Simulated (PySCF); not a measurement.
## The electron affinity along the second row

Calculated with PySCF 2.14 from differences of total energies of unrestricted determinants, without spin-orbit coupling. Values in eV. The last column holds reference values (measured affinities from photodetachment; the arrow runs from anion to atom). Unmarked ones compare directly (S terms, centres of terms, or small fine structure); those marked * lie between the lowest fine-structure levels and include a spin-orbit shift.

```
                           element               configurations    LDA   PBE0  r2SCAN  MP2 (valence)  SCS-MP2 (valence)  CCSD (valence)  reference
Li (aug-cc-pVQZ-DK, spin-free X2C)          [He] 2s2 → [He] 2s1  0.590  0.495   0.447          0.365              0.462           0.616      0.618
 B (aug-cc-pVQZ-DK, spin-free X2C)  [He] 2s2 2p2 → [He] 2s2 2p1  0.740  0.475   0.584          0.224              0.074           0.175      0.280
 C (aug-cc-pVQZ-DK, spin-free X2C)  [He] 2s2 2p3 → [He] 2s2 2p2  1.804  1.412   1.484          1.283              0.989           1.158      1.262
 O (aug-cc-pVQZ-DK, spin-free X2C)  [He] 2s2 2p5 → [He] 2s2 2p4  2.054  1.380   1.500          1.486              1.464           1.235      1.461
 F (aug-cc-pVQZ-DK, spin-free X2C)          [Ne] → [He] 2s2 2p5  4.117  3.227   3.293          3.704              3.527           3.196      3.401
```

```
           method  elements  mean error (eV)  mean absolute error (eV)  largest error (eV)
              LDA         5            0.456                     0.468               0.716
             PBE0         5           -0.006                     0.145               0.196
           r2SCAN         5            0.057                     0.169               0.304
    MP2 (valence)         5            0.008                     0.132               0.303
SCS-MP2 (valence)         5           -0.101                     0.153              -0.273
   CCSD (valence)         5           -0.128                     0.128              -0.226
```

The highest occupied level of the anion is positive for Li⁻ at LDA, PBE0, r2SCAN; B⁻ at LDA, PBE0, r2SCAN; C⁻ at LDA, PBE0, r2SCAN; O⁻ at LDA, PBE0, r2SCAN; F⁻ at LDA, r2SCAN, so there the basis helps to hold the electron.

Errors include the incompleteness of the basis and the frozen core.

"Valence" correlates the outer s and p shells and, in groups 3 to 12 and the f block, the outer d or f shell, open or full, or the next shell where the ion has no valence electron left; the wider scheme adds the next inner shell.
